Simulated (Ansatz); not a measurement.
## Molecular dynamics, step by step

N₂Cl (SMILES [Cl-].N#N) (charge -1), singlet, PBE0-D4/def2-SVPD (Ansatz 0.2.0). Settings (timestep in fs, temperature in K; T counts 3 degrees of freedom):

```yaml
hamiltonian: {xc: pbe0, dispersion: d4}
md: {n_steps: 60, timestep: 0.5, temperature: 500, ensemble: nve, seed: 736, initial_velocities: maxwell_boltzmann}
```

Start (the SMILES describes the start alone):

Cl1  (0.037, 0.025, -2.386)
N2  (-0.469, -0.318, 1.170)
N3  (0.432, 0.293, 1.216)
(Å)

```csv
step,time (fs),potential energy less the start (meV),kinetic energy (meV),T (K)
0,0.00,0.0,64.6,500
4,2.00,-3.5,68.1,527
8,4.00,12.1,52.7,408
12,6.00,7.2,57.6,445
16,8.00,-5.9,70.4,545
20,10.00,6.3,58.4,452
24,12.00,10.3,54.5,422
28,14.00,-4.7,69.3,536
32,16.00,3.1,61.5,476
36,18.00,14.4,50.4,390
40,20.00,1.2,63.4,491
44,22.00,-2.5,67.1,519
48,24.00,13.0,51.8,401
52,26.00,5.8,58.9,455
56,28.00,-3.1,67.7,524
60,30.00,12.1,52.7,408
```

Step 4, positions (Å) and forces (eV/Å):

```
atom       x       y       z      Fx      Fy      Fz
 Cl1   0.037   0.025  -2.381   0.000   0.000   0.004
  N2  -0.475  -0.323   1.171   0.729   0.495   0.022
  N3   0.437   0.297   1.202  -0.729  -0.495  -0.027
```

Step 48, positions (Å) and forces (eV/Å):

```tsv
atom	x	y	z	Fx	Fy	Fz
Cl1	0.045	0.031	-2.325	0.000	0.000	-0.033
N2	-0.474	-0.321	1.188	-2.020	-1.371	0.341
N3	0.415	0.282	1.044	2.020	1.371	-0.307
```

Step 52, positions (Å) and forces (eV/Å):

```
atom       x       y       z      Fx      Fy      Fz
 Cl1   0.046   0.031  -2.320   0.000   0.000  -0.037
  N2  -0.475  -0.322   1.191  -1.501  -1.018   0.286
  N3   0.414   0.281   1.029   1.501   1.019  -0.250
```

Last step (60):

Cl1  (0.048, 0.032, -2.310)
N2  (-0.485, -0.329, 1.196)
N3  (0.420, 0.285, 0.999)
(Å)

The run took about 21 s on 2 CPU threads of an Intel Xeon 6975P-C (shared host).
